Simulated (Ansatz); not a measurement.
C₃H₈FN, SMILES `CCNCF`. Charge 0, multiplicity 1. All single points use the PBE0-D4/def2-TZVP geometry. It is one conformer, not always the lowest.

```xyz
13

C     0.704   -0.698    1.229
C    -0.593   -0.088    0.737
N    -0.377    0.923   -0.291
C     0.124    0.495   -1.524
F    -0.725   -0.414   -2.192
H     1.392    0.078    1.570
H     0.506   -1.377    2.061
H     1.203   -1.281    0.451
H    -1.091    0.413    1.571
H    -1.269   -0.882    0.392
H    -1.191    1.511   -0.408
H     1.074   -0.028   -1.400
H     0.244    1.347   -2.195
```

Problem. What is the dipole moment at ωB97M-V/def2-TZVPP? (Estimate.)

Solution. The calculation gave: 1.43 D, with components (0.17, 0.81, 1.16) D in this frame, pointing from negative to positive charge.

Problem. And with PBE, r2SCAN, B3LYP? (Best estimate.)

Solution. Computed: PBE 1.41 D, r2SCAN 1.44 D, B3LYP 1.45 D.

Problem. Give the Mulliken charges with ωB97M-V, r2SCAN, B3LYP in def2-TZVPP. (An estimate is asked.)

Solution. The calculation gave: 
```tsv
atom	ωB97M-V	r2SCAN	B3LYP
C1	-0.31	-0.15	-0.25
C2	-0.10	0.07	-0.03
N3	-0.23	-0.28	-0.25
C4	0.07	0.20	0.10
F5	-0.26	-0.27	-0.27
H6	0.11	0.05	0.08
H7	0.10	0.04	0.08
H8	0.10	0.05	0.08
H9	0.10	0.03	0.07
H10	0.11	0.05	0.08
H11	0.10	0.13	0.12
H12	0.10	0.05	0.09
H13	0.11	0.04	0.10
```

B3LYP here is the variant with VWN-RPA as its local correlation; programs differ in this.
